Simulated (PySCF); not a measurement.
PySCF input (HF/aug-pcseg-2):

```python
import numpy as np, basis_set_exchange as bse
from pyscf import gto, scf, dft, df

basis = {'C': gto.basis.parse(bse.get_basis('aug-pcseg-2', elements=['C'], fmt='nwchem')), 'H': gto.basis.parse(bse.get_basis('aug-pcseg-2', elements=['H'], fmt='nwchem')), 'N': gto.basis.parse(bse.get_basis('aug-pcseg-2', elements=['N'], fmt='nwchem'))}
mol = gto.M(
    atom='''
    C     0.05421122    0.70484056    0.00025981
    N     0.04393301   -0.75753911    0.00046505
    H    -0.93688026    1.17928349   -0.00704903
    H    -0.44952413   -1.11274988    0.81056760
    H    -0.43767370   -1.11306154   -0.81660260
    H     0.58924350    1.06029739    0.88241211
    H     0.60203622    1.05996094   -0.87414231
    ''',
    basis=basis,
    charge=0,
    verbose=4,
    max_memory=8640,
)
mf = scf.RHF(mol)
mf = mf.density_fit(auxbasis=df.autoaux(mol))
mf.conv_tol = 1e-9
mf.max_cycle = 100
print('smallest overlap eigenvalue', np.linalg.eigvalsh(mol.intor('int1e_ovlp'))[0])
mf.kernel()
dip = mf.dip_moment()
```

Output:

```
PySCF version 2.14.0

[INPUT] verbose = 4
[INPUT] num. atoms = 7
[INPUT] num. electrons = 18
[INPUT] charge = 0
[INPUT] spin (= nelec alpha-beta = 2S) = 0
[INPUT] symmetry False subgroup None
[INPUT] Mole.unit = angstrom
[INPUT] Symbol           X                Y                Z      unit          X                Y                Z       unit  Magmom
[INPUT]  1 C      0.054211220000   0.704840560000   0.000259810000 AA    0.102444358679   1.331955619885   0.000490969744 Bohr   0.0
[INPUT]  2 N      0.043933010000  -0.757539110000   0.000465050000 AA    0.083021356728  -1.431541446547   0.000878817134 Bohr   0.0
[INPUT]  3 H     -0.936880260000   1.179283490000  -0.007049030000 AA   -1.770447102911   2.228522819321  -0.013320736144 Bohr   0.0
[INPUT]  4 H     -0.449524130000  -1.112749880000   0.810567600000 AA   -0.849477492083  -2.102792518343   1.531750769446 Bohr   0.0
[INPUT]  5 H     -0.437673700000  -1.113061540000  -0.816602600000 AA   -0.827083424925  -2.103381470387  -1.543155266608 Bohr   0.0
[INPUT]  6 H      0.589243500000   1.060297390000   0.882412110000 AA    1.113508835680   2.003671677691   1.667517216900 Bohr   0.0
[INPUT]  7 H      0.602036220000   1.059960940000  -0.874142310000 AA    1.137683572868   2.003035879337  -1.651889559795 Bohr   0.0

nuclear repulsion = 42.0097877947206
number of shells = 73
number of NR pGTOs = 254
number of NR cGTOs = 207
basis = {'C': [[0, [7319.99, 0.000695369], [1098.18, 0.00537138], [250.014, 0.0274734], [70.7586, 0.105078], [22.8595, 0.291262], [8.03936, 0.5], [2.89309, 0.362224]], [0, [5.2164, -0.0957844], [0.556124, 0.5]], [0, [0.228813, 1.0]], [0, [0.0936338, 1.0]], [0, [0.035418, 1.0]], [1, [33.9855, 0.00818395], [7.72957, 0.0586921], [2.24954, 0.222514], [0.767681, 0.5]], [1, [0.263283, 1.0]], [1, [0.0848744, 1.0]], [1, [0.025704, 1.0]], [2, [1.4, 1.0]], [2, [0.45, 1.0]], [2, [0.077111, 1.0]], [3, [0.95, 1.0]], [3, [0.10281, 1.0]]], 'H': [[0, [75.4732, 0.00427821], [11.3575, 0.0328672], [2.60081, 0.159578], [0.735503, 0.5]], [0, [0.231761, 1.0]], [0, [0.0741675, 1.0]], [0, [0.022307, 1.0]], [1, [1.6, 1.0]], [1, [0.45, 1.0]], [1, [0.066921, 1.0]], [2, [1.25, 1.0]], [2, [0.089229, 1.0]]], 'N': [[0, [10164.3, 0.000682757], [1524.81, 0.00527488], [347.119, 0.0270037], [98.2389, 0.103673], [31.7799, 0.289575], [11.224, 0.5], [4.06611, 0.364621]], [0, [7.47898, -0.0975681], [0.80504, 0.5]], [0, [0.324626, 1.0]], [0, [0.128132, 1.0]], [0, [0.046874, 1.0]], [1, [48.2704, 0.00829547], [11.0815, 0.0596223], [3.26643, 0.227889], [1.1168, 0.5]], [1, [0.382049, 1.0]], [1, [0.121222, 1.0]], [1, [0.036168, 1.0]], [2, [1.8, 1.0]], [2, [0.55, 1.0]], [2, [0.1085, 1.0]], [3, [1.02, 1.0]], [3, [0.14467, 1.0]]]}
ecp = {}
ETB for C: l = 0, exps = 0.051408 * 1.8^n , n = 0..16
ETB for C: l = 1, exps = 0.051408 * 1.8^n , n = 0..13
ETB for C: l = 2, exps = 0.051408 * 1.8^n , n = 0..12
ETB for C: l = 3, exps = 0.102815 * 2.2^n , n = 0..6
ETB for C: l = 4, exps = 0.128514 * 2.2^n , n = 0..4
ETB for N: l = 0, exps = 0.072336 * 1.8^n , n = 0..16
ETB for N: l = 1, exps = 0.072336 * 1.8^n , n = 0..13
ETB for N: l = 2, exps = 0.072336 * 1.8^n , n = 0..12
ETB for N: l = 3, exps = 0.144668 * 2.2^n , n = 0..6
ETB for N: l = 4, exps = 0.180838 * 2.2^n , n = 0..4
ETB for H: l = 0, exps = 0.044614 * 1.8^n , n = 0..13
ETB for H: l = 1, exps = 0.089228 * 2^n , n = 0..6
ETB for H: l = 2, exps = 0.111536 * 2.2^n , n = 0..5
ETB for H: l = 3, exps = 0.15615 * 2.2^n , n = 0..4
smallest overlap eigenvalue 1.2413570047693988e-05

******** <class 'pyscf.df.df_jk.DFRHF'> ********
method = DFRHF
initial guess = minao
damping factor = 0
level_shift factor = 0
DIIS = <class 'pyscf.scf.diis.CDIIS'>
diis_start_cycle = 1
diis_space = 8
diis_damp = 0
SCF conv_tol = 1e-09
SCF conv_tol_grad = None
SCF max_cycles = 100
direct_scf = False
Set gradient conv threshold to 3.16228e-05
Initial guess from minao.
******** <class 'pyscf.df.df.DF'> ********
auxbasis = {'C': [[0, [np.float64(624.296341461372), 1]], [0, [np.float64(346.8313008118733), 1]], [0, [np.float64(192.6840560065963), 1]], [0, [np.float64(107.04669778144238), 1]], [0, [np.float64(59.470387656356884), 1]], [0, [np.float64(33.0391042535316), 1]], [0, [np.float64(18.355057918628667), 1]], [0, [np.float64(10.197254399238147), 1]], [0, [np.float64(5.665141332910082), 1]], [0, [np.float64(3.147300740505601), 1]], [0, [np.float64(1.7485004113920002), 1]], [0, [np.float64(0.9713891174400001), 1]], [0, [np.float64(0.5396606208), 1]], [0, [np.float64(0.29981145600000003), 1]], [0, [np.float64(0.16656192000000003), 1]], [0, [np.float64(0.0925344), 1]], [0, [np.float64(0.051408), 1]], [1, [np.float64(107.04669778144238), 1]], [1, [np.float64(59.470387656356884), 1]], [1, [np.float64(33.0391042535316), 1]], [1, [np.float64(18.355057918628667), 1]], [1, [np.float64(10.197254399238147), 1]], [1, [np.float64(5.665141332910082), 1]], [1, [np.float64(3.147300740505601), 1]], [1, [np.float64(1.7485004113920002), 1]], [1, [np.float64(0.9713891174400001), 1]], [1, [np.float64(0.5396606208), 1]], [1, [np.float64(0.29981145600000003), 1]], [1, [np.float64(0.16656192000000003), 1]], [1, [np.float64(0.0925344), 1]], [1, [np.float64(0.051408), 1]], [2, [np.float64(59.470387656356884), 1]], [2, [np.float64(33.0391042535316), 1]], [2, [np.float64(18.355057918628667), 1]], [2, [np.float64(10.197254399238147), 1]], [2, [np.float64(5.665141332910082), 1]], [2, [np.float64(3.147300740505601), 1]], [2, [np.float64(1.7485004113920002), 1]], [2, [np.float64(0.9713891174400001), 1]], [2, [np.float64(0.5396606208), 1]], [2, [np.float64(0.29981145600000003), 1]], [2, [np.float64(0.16656192000000003), 1]], [2, [np.float64(0.0925344), 1]], [2, [np.float64(0.051408), 1]], [3, [np.float64(11.657154829760007), 1]], [3, [np.float64(5.298706740800002), 1]], [3, [np.float64(2.408503064000001), 1]], [3, [np.float64(1.0947741200000003), 1]], [3, [np.float64(0.4976246000000001), 1]], [3, [np.float64(0.22619300000000003), 1]], [3, [np.float64(0.102815), 1]], [4, [np.float64(3.0105175584000006), 1]], [4, [np.float64(1.3684170720000004), 1]], [4, [np.float64(0.62200776), 1]], [4, [np.float64(0.2827308), 1]], [4, [np.float64(0.128514), 1]]], 'N': [[0, [np.float64(878.4449921403244), 1]], [0, [np.float64(488.0249956335136), 1]], [0, [np.float64(271.12499757417424), 1]], [0, [np.float64(150.624998652319), 1]], [0, [np.float64(83.6805548068439), 1]], [0, [np.float64(46.48919711491327), 1]], [0, [np.float64(25.82733173050737), 1]], [0, [np.float64(14.348517628059652), 1]], [0, [np.float64(7.971398682255361), 1]], [0, [np.float64(4.428554823475201), 1]], [0, [np.float64(2.460308235264), 1]], [0, [np.float64(1.3668379084800002), 1]], [0, [np.float64(0.7593543936), 1]], [0, [np.float64(0.42186355200000003), 1]], [0, [np.float64(0.23436864000000002), 1]], [0, [np.float64(0.1302048), 1]], [0, [np.float64(0.072336), 1]], [1, [np.float64(150.624998652319), 1]], [1, [np.float64(83.6805548068439), 1]], [1, [np.float64(46.48919711491327), 1]], [1, [np.float64(25.82733173050737), 1]], [1, [np.float64(14.348517628059652), 1]], [1, [np.float64(7.971398682255361), 1]], [1, [np.float64(4.428554823475201), 1]], [1, [np.float64(2.460308235264), 1]], [1, [np.float64(1.3668379084800002), 1]], [1, [np.float64(0.7593543936), 1]], [1, [np.float64(0.42186355200000003), 1]], [1, [np.float64(0.23436864000000002), 1]], [1, [np.float64(0.1302048), 1]], [1, [np.float64(0.072336), 1]], [2, [np.float64(83.6805548068439), 1]], [2, [np.float64(46.48919711491327), 1]], [2, [np.float64(25.82733173050737), 1]], [2, [np.float64(14.348517628059652), 1]], [2, [np.float64(7.971398682255361), 1]], [2, [np.float64(4.428554823475201), 1]], [2, [np.float64(2.460308235264), 1]], [2, [np.float64(1.3668379084800002), 1]], [2, [np.float64(0.7593543936), 1]], [2, [np.float64(0.42186355200000003), 1]], [2, [np.float64(0.23436864000000002), 1]], [2, [np.float64(0.1302048), 1]], [2, [np.float64(0.072336), 1]], [3, [np.float64(16.402443951872005), 1]], [3, [np.float64(7.455656341760002), 1]], [3, [np.float64(3.3889347008000006), 1]], [3, [np.float64(1.5404248640000004), 1]], [3, [np.float64(0.7001931200000001), 1]], [3, [np.float64(0.3182696), 1]], [3, [np.float64(0.144668), 1]], [4, [np.float64(4.236238652800001), 1]], [4, [np.float64(1.9255630240000006), 1]], [4, [np.float64(0.8752559200000001), 1]], [4, [np.float64(0.3978436), 1]], [4, [np.float64(0.180838), 1]]], 'H': [[0, [np.float64(92.89957545170537), 1]], [0, [np.float64(51.61087525094744), 1]], [0, [np.float64(28.67270847274857), 1]], [0, [np.float64(15.929282484860318), 1]], [0, [np.float64(8.849601380477955), 1]], [0, [np.float64(4.916445211376641), 1]], [0, [np.float64(2.7313584507648003), 1]], [0, [np.float64(1.5174213615360002), 1]], [0, [np.float64(0.8430118675200001), 1]], [0, [np.float64(0.4683399264), 1]], [0, [np.float64(0.26018884800000003), 1]], [0, [np.float64(0.14454936000000002), 1]], [0, [np.float64(0.08030520000000001), 1]], [0, [np.float64(0.044614), 1]], [1, [np.float64(5.710592), 1]], [1, [np.float64(2.855296), 1]], [1, [np.float64(1.427648), 1]], [1, [np.float64(0.713824), 1]], [1, [np.float64(0.356912), 1]], [1, [np.float64(0.178456), 1]], [1, [np.float64(0.089228), 1]], [2, [np.float64(5.748154987520002), 1]], [2, [np.float64(2.6127977216000007), 1]], [2, [np.float64(1.1876353280000003), 1]], [2, [np.float64(0.53983424), 1]], [2, [np.float64(0.24537920000000002), 1]], [2, [np.float64(0.111536), 1]], [3, [np.float64(3.657907440000001), 1]], [3, [np.float64(1.6626852000000005), 1]], [3, [np.float64(0.7557660000000002), 1]], [3, [np.float64(0.34353000000000006), 1]], [3, [np.float64(0.15615), 1]]]}
init E= -95.2684834468071
  HOMO = -0.268655088722621  LUMO = 0.0184575867770373  gap/eV = 7.81273
cycle= 1 E= -95.23106036486  delta_E= 0.0374  |g|= 0.276  |ddm|= 2.01
  HOMO = -0.383137688409644  LUMO = 0.0220501925635084  gap/eV = 11.02572
cycle= 2 E= -95.2514114835957  delta_E= -0.0204  |g|= 0.0837  |ddm|= 0.59
  HOMO = -0.394110440436208  LUMO = 0.0235096503452521  gap/eV = 11.36402
cycle= 3 E= -95.2530874411053  delta_E= -0.00168  |g|= 0.0304  |ddm|= 0.139
  HOMO = -0.388488163142513  LUMO = 0.0235202352168677  gap/eV = 11.21132
cycle= 4 E= -95.2533463418481  delta_E= -0.000259  |g|= 0.00645  |ddm|= 0.0574
  HOMO = -0.390351629266419  LUMO = 0.0234383957278776  gap/eV = 11.25980
cycle= 5 E= -95.2533617413004  delta_E= -1.54e-05  |g|= 0.00176  |ddm|= 0.015
  HOMO = -0.390014438150082  LUMO = 0.023439019675779  gap/eV = 11.25064
cycle= 6 E= -95.2533636140488  delta_E= -1.87e-06  |g|= 0.000626  |ddm|= 0.00459
  HOMO = -0.390174451685155  LUMO = 0.0234374136919033  gap/eV = 11.25495
cycle= 7 E= -95.2533638999024  delta_E= -2.86e-07  |g|= 0.000196  |ddm|= 0.00212
  HOMO = -0.390178334993177  LUMO = 0.0234352598035521  gap/eV = 11.25500
cycle= 8 E= -95.2533639392891  delta_E= -3.94e-08  |g|= 3.81e-05  |ddm|= 0.000857
  HOMO = -0.390178194022738  LUMO = 0.0234354019133267  gap/eV = 11.25500
cycle= 9 E= -95.2533639406548  delta_E= -1.37e-09  |g|= 8.1e-06  |ddm|= 0.000198
  HOMO = -0.390177869910973  LUMO = 0.0234353731219858  gap/eV = 11.25499
cycle= 10 E= -95.253363940712  delta_E= -5.71e-11  |g|= 1.54e-06  |ddm|= 4.93e-05
  HOMO = -0.390177864224045  LUMO = 0.0234353853429159  gap/eV = 11.25499
Extra cycle  E= -95.2533639407139  delta_E= -1.93e-12  |g|= 6.78e-07  |ddm|= 5.43e-06
converged SCF energy = -95.2533639407139
Dipole moment(X, Y, Z, Debye): -1.31535,  0.40374, -0.00966
```
